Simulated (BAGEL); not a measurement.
# ROHF/6-31G(d) (density fitting with qzvpp-jkfit, spherical functions) run of SiH3O2 (SMILES O[SiH]O)

Aim: the energy change on altering one bond length of SiH3O2 at ROHF/6-31G* (density fitting with qzvpp-jkfit, spherical functions), from 2 runs. 

Program for the calculation: BAGEL 1.2.2.

1 further run of the same task is left out (set aside as unsound or not needed).

## (1) The system as given

SiH3O2: 6 atoms, total charge 0, spin state doublet. SMILES: `O[SiH]O`. The shape is that of a PBE0-D4/def2-TZVP optimisation. This is one conformer, not always the lowest.

Bond lengths: O1–Si2 1.652 Å, Si2–O3 1.641 Å, O1–H4 0.958 Å, Si2–H5 1.496 Å, O3–H6 0.959 Å. Angles: O1–Si2–O3 107.5°, O1–Si2–H5 112.0°, O3–Si2–H5 104.2°, Si2–O1–H4 117.1°, Si2–O3–H6 117.2°.

## (2) A single-point energy at ROHF/6-31G(d) (density fitting with qzvpp-jkfit, spherical functions)

Contents of input.json:

```json
{ "bagel" : [

{
  "title" : "molecule",
  "basis" : "6-31gs.json",
  "df_basis" : "qzvpp-jkfit",
  "angstrom" : true,
  "geometry" : [
    { "atom" : "O", "xyz" : [      -1.186200,      -0.443400,      -0.202500 ] },
    { "atom" : "Si", "xyz" : [       0.358900,       0.083300,      -0.457100 ] },
    { "atom" : "O", "xyz" : [       1.071000,       0.255000,       1.010900 ] },
    { "atom" : "H", "xyz" : [      -1.625300,      -0.879000,      -0.934700 ] },
    { "atom" : "H", "xyz" : [       0.393800,       1.459300,      -1.043800 ] },
    { "atom" : "H", "xyz" : [       0.987700,      -0.475200,       1.627200 ] }
  ]
},

{ "title" : "rohf", "nopen" : 1 },

{ "title" : "print", "file" : "orbitals.molden", "orbitals" : true }

]}
```

The basis set 6-31G* is read from a file made from the Basis Set Exchange's data (not shown).

Run with:

```sh
$ BAGEL_NUM_THREADS=1 BAGEL input.json > input.out
```

What it wrote:

```text
* using 1 threads per process

  ===============================================================
  ===============================================================

  *** Geometry ***

  { "atom" : "O", "xyz" : [     -2.241593,     -0.837905,     -0.382670 ] },
  { "atom" : "Si", "xyz" : [      0.678223,      0.157414,     -0.863794 ] },
  { "atom" : "O", "xyz" : [      2.023897,      0.481880,      1.910324 ] },
  { "atom" : "H", "xyz" : [     -3.071372,     -1.661069,     -1.766327 ] },
  { "atom" : "H", "xyz" : [      0.744174,      2.757677,     -1.972496 ] },
  { "atom" : "H", "xyz" : [      1.866482,     -0.897998,      3.074962 ] },

  Number of auxiliary basis functions:      336

  Since a DF basis is specified, we compute 2- and 3-index integrals:
    o Being stored without compression. Storage requirement is 0.007 GB

  Number of basis functions:       52
  Number of electrons      :       33

    * METHOD: MOLECULE                             0.09

  *** Open-shell HF ***

  === Nuclear Repulsion ===
   111.6089976352

      * DIIS with orbital gradients will be used.

  === ROHF iteration (6-31gs.json) ===
      0       -440.13139629          0.07141952           0.03
      1       -440.29684329          0.04764182           0.03
      2       -440.36478999          0.03091831           0.03
      3       -440.41225527          0.00154547           0.03
      4       -440.41283528          0.00045028           0.03
      5       -440.41297263          0.00015396           0.03
      6       -440.41300318          0.00005517           0.03
      7       -440.41301391          0.00001831           0.03
      8       -440.41301525          0.00000548           0.03
      9       -440.41301563          0.00000160           0.03
     10       -440.41301577          0.00000047           0.03
     11       -440.41301581          0.00000020           0.03
     12       -440.41301581          0.00000010           0.03
     13       -440.41301582          0.00000004           0.03
     14       -440.41301582          0.00000001           0.03
     15       -440.41301582          0.00000000           0.03
    * SCF iteration converged.

    * S^2 (ROHF) is 0.7500

    * Permanent dipole moment:
           (    0.162546,     0.856701,     0.504196) a.u.

    * METHOD: ROHF                                 0.54

    * METHOD: PRINT                                0.01

  ===============================================================
```

Run time: 0.77 s. Hardware: 1 thread of Arm Neoverse V1, shared host; peak memory 0.081 GiB.

## (3) The distorted shape, same level

Contents of calc.json:

```json
{ "bagel": [

{
  "title": "molecule",
  "basis": "6-31gs.json",
  "df_basis": "qzvpp-jkfit",
  "angstrom": "true",
  "geometry": [
    { "atom": "O", "xyz": [      -1.293016,      -0.469155,      -0.422702 ] },
    { "atom": "Si", "xyz": [       0.252084,       0.057545,      -0.677302 ] },
    { "atom": "O", "xyz": [       1.071000,       0.255000,       1.010900 ] },
    { "atom": "H", "xyz": [      -1.732116,      -0.904755,      -1.154902 ] },
    { "atom": "H", "xyz": [       0.286984,       1.433545,      -1.264002 ] },
    { "atom": "H", "xyz": [       0.987700,      -0.475200,       1.627200 ] }
  ]
},

{ "title": "rohf", "nopen": 1 },

{ "title": "print", "file": "orbitals.molden", "orbitals": "true" }

]}
```

The basis set 6-31G* is read from a file made from the Basis Set Exchange's data (not shown).

Run with:

```sh
$ BAGEL_NUM_THREADS=1 BAGEL calc.json > calc.out
```

What it wrote:

```text
* using 1 threads per process

  ===============================================================
  ===============================================================

  *** Geometry ***

  { "atom" : "O", "xyz" : [     -2.443446,     -0.886574,     -0.798791 ] },
  { "atom" : "Si", "xyz" : [      0.476370,      0.108744,     -1.279915 ] },
  { "atom" : "O", "xyz" : [      2.023897,      0.481880,      1.910324 ] },
  { "atom" : "H", "xyz" : [     -3.273225,     -1.709739,     -2.182448 ] },
  { "atom" : "H", "xyz" : [      0.542321,      2.709007,     -2.388618 ] },
  { "atom" : "H", "xyz" : [      1.866482,     -0.897998,      3.074962 ] },

  Number of auxiliary basis functions:      336

  Since a DF basis is specified, we compute 2- and 3-index integrals:
    o Being stored without compression. Storage requirement is 0.007 GB

  Number of basis functions:       52
  Number of electrons      :       33

    * METHOD: MOLECULE                             0.09

  *** Open-shell HF ***

  === Nuclear Repulsion ===
   105.3659197903

      * DIIS with orbital gradients will be used.

  === ROHF iteration (6-31gs.json) ===
      0       -440.06655028          0.07507881           0.03
      1       -440.23260754          0.05416507           0.03
      2       -440.31486744          0.03743663           0.03
      3       -440.38600489          0.00197740           0.03
      4       -440.38692653          0.00094713           0.03
      5       -440.38718256          0.00038537           0.03
      6       -440.38724252          0.00010214           0.03
      7       -440.38726778          0.00002807           0.03
      8       -440.38727335          0.00001005           0.03
      9       -440.38727404          0.00000395           0.03
     10       -440.38727405          0.00000140           0.03
     11       -440.38727398          0.00000073           0.03
     12       -440.38727398          0.00000033           0.03
     13       -440.38727397          0.00000010           0.03
     14       -440.38727397          0.00000004           0.03
     15       -440.38727397          0.00000002           0.03
     16       -440.38727397          0.00000001           0.03
    * SCF iteration converged.

    * S^2 (ROHF) is 0.7500

    * Permanent dipole moment:
           (    0.377823,     0.865863,     0.956533) a.u.

    * METHOD: ROHF                                 0.61

    * METHOD: PRINT                                0.01

  ===============================================================
```

Wall time 0.83 s (1 thread of Arm Neoverse V1, shared host); peak memory 0.081 GiB.

## (4) What came out

Level: ROHF/6-31G* (density fitting with qzvpp-jkfit, spherical functions).

| quantity | value |
| --- | --- |
| first shape: total energy | -440.41302 Eh |
| first shape: dipole moment | 2.56 D |
| first shape: ⟨S²⟩ | 0.750 |
| distorted shape: total energy | -440.38727 Eh |
| distorted shape: dipole moment | 3.42 D |
| distorted shape: ⟨S²⟩ | 0.750 |
| energy change with the Si2–O3 bond stretched from 1.641 to 1.887 Å | 0.700 eV |

**Reading.** With the Si2–O3 bond stretched from 1.641 to 1.887 Å the energy rises by 0.70 eV (67.6 kJ/mol). The first shape isn't relaxed at this level, so the change isn't measured from a minimum.
